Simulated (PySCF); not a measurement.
# Shieldings and the share of exact exchange

Molecule: `InChI=1S/C3H5N/c1-2-3-4/h2H2,1H3`.

Geometry:
```csv
atom,x (Å),y (Å),z (Å)
C1,-0.963,0.297,-0.014
C2,0.356,-0.392,-0.354
C3,1.439,-0.029,0.554
N4,2.283,0.273,1.285
H5,-1.744,-0.014,-0.723
H6,-1.296,0.036,1.000
H7,-0.864,1.390,-0.069
H8,0.244,-1.488,-0.325
H9,0.677,-0.141,-1.379
```

GIAO shieldings (ppm, equivalent atoms averaged) in PySCF 2.14 on the PBE0-D3(BJ)/def2-SVP geometry, basis pcSseg-2, gas phase, non-relativistic:

| functional | exact exchange (%) | σ(C2) |
| --- | --- | --- |
| BLYP | 0 | 160.8 |
| BP86 | 0 | 165.2 |
| PBE | 0 | 165.6 |
| PBE0 | 25 | 171.1 |
| mPW1PW91 | 25 | 170.2 |
| BHandHLYP | 50 | 171.8 |
| HF | 100 | 180.5 |

**Question.** Fit each shielding as a line in the percentage of exact exchange.

**Answer.** σ(C2) = 164.7 + 0.16 x (rms 1.9 ppm). The functionals also differ in their semilocal parts, which the line can't hold; Hartree–Fock has no correlation at all.

**Question.** What does the line predict for B3LYP (20 %), and what does the run give?

**Answer.** σ(C2): 167.9 predicted, 165.7 computed ppm.
